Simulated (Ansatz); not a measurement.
Ansatz (a first-principles code) input (HF/3-21G): The .json file is the Basis Set Exchange's 3-21G.

Ansatz 0.2 input:
```yaml
crystal:
  periodic: [false, false, false]
  atoms:
    - {symbol: C, position_ang: [0.00000000, -0.00000000, 0.00000000]}
    - {symbol: F, position_ang: [0.76231968, 0.76506009, 0.76755173]}
    - {symbol: F, position_ang: [-0.78364439, -0.74871771, 0.76217266]}
    - {symbol: F, position_ang: [-0.74608111, 0.76472914, -0.78366843]}
    - {symbol: F, position_ang: [0.76740582, -0.78107152, -0.74605596]}
basis:
  gaussian:
    orbitals: 3-21G.json
hamiltonian:
  xc: {name: HF}
phonons: {temperatures: {t_min: 298.15, t_max: 298.15, t_step: 100}}
```

Task: Which harmonic wavenumbers does it give?

Result: 454, 454, 654, 654, 654, 971, 1513, 1513, 1513 cm⁻¹ (unscaled; negative means imaginary).
